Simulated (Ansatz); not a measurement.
The first iterations of a band of BClH2 + H (5 atoms, charge 0, multiplicity 2).

All numbers below come from UHF/def2-SVP (Ansatz).

```json
{
 "movable images": "1",
 "climbing image": "no",
 "spring": "5.0 eV/Å²",
 "optimiser": "quadratic models (default)",
 "start path": "through a guess of the saddle point",
 "force threshold": "0.05 eV/Å",
 "iteration limit": "60",
 "end points": "relaxed"
}
```

Initial state:

```xyz
5
Properties=species:S:1:pos:R:3
B 0.000 0.000 -0.363
Cl 0.000 0.000 1.391
H 1.050 0.000 -0.927
H -1.050 0.000 -0.927
H 0.000 0.000 5.526
```

Final state:

```xyz
5
Properties=species:S:1:pos:R:3
B 0.000 0.000 -0.954
Cl 0.000 0.000 3.673
H 1.071 0.000 -1.482
H -1.071 0.000 -1.482
H 0.000 0.000 4.944
```

| iteration | highest image above the first end (eV) | largest band force component (eV/Å) |
| --- | --- | --- |
| 1 | 1.903 | 2.336 |
| 2 | 2.621 | 1.905 |

Question: Does the band converge within its limit, and where does its top end?

Answer: The forces met the threshold. It ended after 8 iterations with the highest image 1.344 eV above the first end. Neighbouring images differ by up to 1.3 eV, so the band resolves the path poorly. No image climbed, so the highest image needn't sit at the top of the path. A band with more images between the same ends climbed to 2.14 eV, so this one has probably stepped over the top. So few images can step over the top or miss a turn of the path.

Run time: 4.3 s on 1 thread of Arm Neoverse V1, with other jobs on the host, peak memory 0.089 GiB.
